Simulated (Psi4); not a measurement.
# CH2BCl (SMILES B[C]Cl) at UMP3/aug-cc-pVDZ

Aim: the vertical ionisation energy of CH2BCl at UMP3/aug-cc-pVDZ, from 2 runs. 

The results are computed with Psi4 1.11.

1 further run of the same task is left out (set aside as unsound or not needed).

### 1 The molecule

CH2BCl has 5 atoms, charge 0, and is taken as a triplet. SMILES: `B[C]Cl`. The coordinates come from a GFN2-xTB relaxation.

Bond lengths: B1–C2 1.474 Å, C2–Cl3 1.628 Å, B1–H4 1.177 Å, B1–H5 1.169 Å. Angles: B1–C2–Cl3 141.8°, C2–B1–H4 120.1°, C2–B1–H5 119.8°, H4–B1–H5 120.1°.

### 2 The energy at UMP3/aug-cc-pVDZ

Input file ch2bcl_ase.py:

```python
import numpy as np
from ase.calculators.psi4 import Psi4
from ase import Atoms

mol = Atoms(['B', 'C', 'Cl', 'H', 'H'], positions=[
    [0.414180, 0.139370, -0.472520],
    [-0.487440, 0.280880, 0.684730],
    [-1.470630, -0.583120, 1.652980],
    [0.575730, -0.915570, -0.969770],
    [0.968160, 1.078440, -0.895430],
])
calc = Psi4(atoms=mol, method='mp3', basis='aug-cc-pVDZ', memory='1600MB', num_threads=1, charge=0, multiplicity=3, label='psi4-calc', reference='uhf')
calc.psi4.set_options({'puream': True, 'e_convergence': 1e-09, 'd_convergence': 1e-08, 'scf_type': 'pk', 'num_frozen_docc': 7, 'maxiter': 200, 'mp_type': 'conv'})
mol.calc = calc

print(f'energy: {mol.get_potential_energy():.6f} eV')
```

On the command line:

```sh
$ python ch2bcl_ase.py
```

psi4-calc.dat, cut to the lines that bear on the results:

```text
[...]
  Running in c1 symmetry.
[...]
  Nuclear repulsion =   71.802307569803247
[...]
  Multiplicity = 3
[...]
  Nalpha       = 16
  Nbeta        = 14
[...]
    Number of basis functions: 91
[...]
   @UHF iter   1:  -523.00011450488819   -5.89524e-01   3.58829e-03 DIIS/ADIIS
[...]
   @UHF iter  14:  -523.12567748931735   -1.80762e-11   9.48014e-09 DIIS
[...]
   @S^2 Observed:                2.021036502E+00
[...]
    Orbital Energies [Eh]
    ---------------------
    Alpha Occupied:
       1A   -104.876435     2A    -11.318283     3A    -10.603217
       4A     -8.070619     5A     -8.069435     6A     -8.067827
       7A     -7.618051     8A     -1.211810     9A     -0.924326
      10A     -0.703275    11A     -0.598207    12A     -0.577023
      13A     -0.576380    14A     -0.500693    15A     -0.388898
      16A     -0.384884
    Alpha Virtual:
      17A      0.044790    18A      0.045878    19A      0.050562
      20A      0.056259    21A      0.088899    22A      0.098782
      23A      0.112655    24A      0.128891    25A      0.144195
[...]
  @UHF Final Energy:  -523.12567748931735
   => Energetics <=
    Nuclear Repulsion Energy =             71.8023075698032471
    One-Electron Energy =                -862.1006513242463143
    Two-Electron Energy =                 267.1726662651257698
    Total Energy =                       -523.1256774893172405
  UHF NO Occupations:
  HONO-2 :   14  A 1.9950213
  HONO-1 :   15  A 1.0000000
[...]
 Multipole Moments:
 ------------------------------------------------------------------------------------
     Multipole            Electronic (a.u.)      Nuclear  (a.u.)        Total (a.u.)
 ------------------------------------------------------------------------------------
 L = 1.  Multiply by 2.5417464519 to convert [e a0] to [Debye]
 Dipole X            :         -2.3847142            2.4036172            0.0189030
 Dipole Y            :         -0.5735910            0.5550762           -0.0185148
 Dipole Z            :          2.7884439           -2.8168870           -0.0284431
 Magnitude           :                                                    0.0388475
[...]
	SCS-MP2 Total Energy (a.u.)        :  -523.43739331861684
	SOS-MP2 Total Energy (a.u.)        :  -523.43453563914272
[...]
	SOS-PI-MP2 Total Energy (a.u.)     :  -523.45829395836006
[...]
	MP2 Total Energy (a.u.)            :  -523.44310867756508
[...]
	SCS-MP3 Total Energy (a.u.)        :  -523.44604788554125
[...]
	MP3 Total Energy (a.u.)            :  -523.47772694526293
[...]
```

Standard output:

```text
energy: -14244.554503 eV
```

It took 15 s on 1 thread of Intel Xeon 6975P-C (Granite Rapids), shared host; peak memory 0.76 GiB.

### 3 The doublet cation

Input file job.dat:

```
memory 1.6 GB

molecule {
  1 2
  B      0.414180     0.139370    -0.472520
  C     -0.487440     0.280880     0.684730
  Cl    -1.470630    -0.583120     1.652980
  H      0.575730    -0.915570    -0.969770
  H      0.968160     1.078440    -0.895430
  symmetry c1
  no_reorient
  no_com
}

set reference uhf
set puream true
set e_convergence 1e-09
set d_convergence 1e-08
set scf_type pk
set num_frozen_docc 7
set maxiter 200
set mp_type conv

energy('mp3/aug-cc-pVDZ')
```

On the command line:

```sh
$ psi4 -i job.dat -o job.out -n 1
```

job.out, cut to the lines that bear on the results:

```text
[...]
  Running in c1 symmetry.
[...]
  Nuclear repulsion =   71.802307569803261
[...]
  Multiplicity = 2
[...]
  Nalpha       = 15
  Nbeta        = 14
[...]
    Number of basis functions: 91
[...]
   @UHF iter   1:  -522.64948730431911   -2.38897e-01   3.84467e-03 ADIIS/DIIS
[...]
   @UHF iter  25:  -522.78834000063966   -5.79803e-12   6.67969e-09 DIIS
[...]
   @S^2 Observed:                7.765128287E-01
[...]
  @UHF Final Energy:  -522.78834000063966
   => Energetics <=
    Nuclear Repulsion Energy =             71.8023075698032613
    One-Electron Energy =                -853.5264369660950479
    Two-Electron Energy =                 258.9357893956521934
    Total Energy =                       -522.7883400006396641
  UHF NO Occupations:
  HONO-2 :   13  A 1.9977469
  HONO-1 :   14  A 1.9913512
[...]
 Multipole Moments:
 ------------------------------------------------------------------------------------
     Multipole            Electronic (a.u.)      Nuclear  (a.u.)        Total (a.u.)
 ------------------------------------------------------------------------------------
 L = 1.  Multiply by 2.5417464519 to convert [e a0] to [Debye]
 Dipole X            :         44.8836914          -45.9403004           -1.0566089
 Dipole Y            :         13.7972198          -13.9235777           -0.1263579
 Dipole Z            :        -51.6083098           52.8768803            1.2685704
 Magnitude           :                                                    1.6557958
[...]
	SCS-MP2 Total Energy (a.u.)        :  -523.10424991199125
	SOS-MP2 Total Energy (a.u.)        :  -523.10292184313175
[...]
	SOS-PI-MP2 Total Energy (a.u.)     :  -523.12712044640034
[...]
	MP2 Total Energy (a.u.)            :  -523.10690604971046
[...]
	SCS-MP3 Total Energy (a.u.)        :  -523.11210166239744
[...]
	MP3 Total Energy (a.u.)            :  -523.13831305133510
[...]
```

Run time: 14 s. Hardware: 1 thread of Intel Xeon 6975P-C (Granite Rapids), shared host; peak memory 0.76 GiB.

### 4 Outcome

At UMP3/aug-cc-pVDZ, 7 core orbitals frozen:

| quantity | value |
| --- | --- |
| triplet CH2BCl: total energy | -523.47773 Eh |
| triplet CH2BCl: HOMO energy (Hartree–Fock orbitals) (highest over α and β) | -10.47 eV |
| triplet CH2BCl: LUMO energy (Hartree–Fock orbitals) (lowest over α and β) | 0.38 eV |
| triplet CH2BCl: correlation energy (7 core orbitals frozen) | -352.0 mEh |
| triplet CH2BCl: ⟨S²⟩ of the reference determinant | 2.021 |
| doublet cation: total energy | -523.13831 Eh |
| doublet cation: HOMO energy (Hartree–Fock orbitals) (highest over α and β) | -18.53 eV |
| doublet cation: LUMO energy (Hartree–Fock orbitals) (lowest over α and β) | -7.71 eV |
| doublet cation: correlation energy (7 core orbitals frozen) | -350.0 mEh |
| doublet cation: ⟨S²⟩ of the reference determinant | 0.777 |
| vertical ionisation energy (to the doublet cation) | 9.236 eV |

**Reading.** Removing an electron at fixed nuclei costs 9.24 eV (891 kJ/mol).
